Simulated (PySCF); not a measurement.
# AlB⁻ with other numerical set-ups

Aim: see how much the energy and properties of AlB⁻ depend on the numerical set-up.

The runs use PySCF 2.14.0; each script names its method and basis.

4 further runs of the same task are left out: 4 that didn't finish.

**1. The starting structure**

AlB⁻: 2 atoms, charge -1, spin multiplicity 2.

Bond lengths: Al1–B2 2.110 Å.

**2. Base script**

Input file input.py:

```python
from pyscf import gto, scf, cc

mol = gto.M(
    atom='Al 0 0 0; B 0 0 2.11',
    basis='def2-svp',
    charge=-1,
    spin=1,
    verbose=4,
)
mf = scf.UHF(mol)
mf.kernel()
mycc = cc.CCSD(mf)
mycc.kernel()
mf.dip_moment()
print('orbital energies (hartree):', [e[max(0, n-3):n+3].round(4) for e, n in zip(mf.mo_energy, mol.nelec)])
```

Run with:

```bash
$ OMP_NUM_THREADS=1 python input.py
```

Its log is not repeated here.

In short: E(SCF) = -266.296836 Eh, E(CCSD) − E(SCF) = -0.17362 Eh, ⟨S²⟩ = 0.803.

The bond length is a typed value, not an optimised one. The dipole of an ion depends on the origin.

**3. Density fitting weigend**

Variant 1 changes density fitting: none → weigend.

Input file input.py:

```python
from pyscf import gto, scf, cc

mol = gto.M(
    atom='Al 0 0 0; B 0 0 2.11',
    basis='def2-svp',
    charge=-1,
    spin=1,
    verbose=4,
)
mf = scf.UHF(mol)
mf = mf.density_fit(auxbasis='weigend')
mf.kernel()
mycc = cc.CCSD(mf)
mycc.kernel()
mf.dip_moment()
print('orbital energies (hartree):', [e[max(0, n-3):n+3].round(4) for e, n in zip(mf.mo_energy, mol.nelec)])
```

Run with:

```bash
$ OMP_NUM_THREADS=1 python input.py
```

**4. Density fitting auto**

Variant 2 changes density fitting: none → auto.

input.py: that of step 2 with these lines changed.

```diff
@@ -10,2 +10,3 @@
 mf = scf.UHF(mol)
+mf = mf.density_fit()
 mf.kernel()
```

**5. Pcseg-1**

Variant 3 changes basis set: def2-svp → pcseg-1.

input.py: that of step 2 with these lines changed.

```diff
@@ -4,3 +4,3 @@
     atom='Al 0 0 0; B 0 0 2.11',
-    basis='def2-svp',
+    basis='pcseg-1',
     charge=-1,
```

What does the calculation give? Wanted: for each run, E(SCF); from base; gap, α spin; after the SCF.

**Answer**, as computed:

```
                    run  E(SCF) (hartree)  from base (eV)  cycles  gap, α spin (eV)  functions               after the SCF
                   base       -266.296836               0      21              6.15         32  CCSD correlation -4.725 eV
density fitting weigend       -265.187491        +30.1868      26              6.19         32  CCSD correlation -4.769 eV
   density fitting auto       -266.296811         +0.0007      21              6.15         32  CCSD correlation -4.725 eV
                pcseg-1       -266.374037         -2.1007      29              6.06         32  CCSD correlation -4.434 eV
```

What this shows: The largest comparable shift of the SCF energy, +30.187 eV, comes with the run “density fitting weigend”. pcseg-1 (32 functions) gives an energy 2.10 eV lower than def2-svp (32).
